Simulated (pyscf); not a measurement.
PySCF, gas phase, ωB97X-D3(BJ)/def2-SVP geometries. Correlated levels are frozen-core, on RHF or UHF. ΔMP2 is the change of the MP2 total energy from the triple- to the quadruple-zeta basis.

SMILES: [NH2][GeH2][F]
```xyz
7

N     -1.0203    -1.8282    -1.5479
Ge    -0.2079    -1.0485    -0.1329
F      1.1805    -0.1044    -0.6401
H     -1.4744    -1.2149    -2.2187
H     -0.5069    -2.5576    -2.0342
H     -1.1678    -0.0496     0.5154
H      0.3464    -2.1339     0.7916
```
Charge 0, spin multiplicity 1.

Question: What are the homolytic bond dissociation enthalpies (298 K) of `[NH2][GeH2][F]` at CCSD(T)/def2-TZVPP + ΔMP2(QZVPP), weakest first?

Answer: Ge–H to H₂N–GeH•–F + H•: 364.0 kJ/mol; Ge–N to NH₂• + F–GeH₂•: 393.2 kJ/mol; H–N to •HN–GeH₂–F + H•: 462.6 kJ/mol; F–Ge to H₂N–GeH₂• + F•: 549.8 kJ/mol. Ring and multiple bonds, and those that leave no two simple radicals, are not listed. •HN–GeH₂–F lies 118.2 kJ/mol over its isomer H₂N–GeH•–F, and others may lie lower still (electronic energy, ωB97M-D3(BJ)). Other isomers of H₂N–GeH₂•, H₂N–GeH•–F were not searched in full and may lie lower. The CCSD(T) − MP2 part came from Ansatz, without density fitting, on the same reference. The frozen core leaves the outer d or s,p core shells of the metals and heavy elements correlated in the MP2 and CC values, and def2-TZVPP describes them poorly, which can shift differences by a few kcal/mol. Left out: the spin-orbit lowering of F. Elements up to Kr have no core potential and no relativistic terms here.
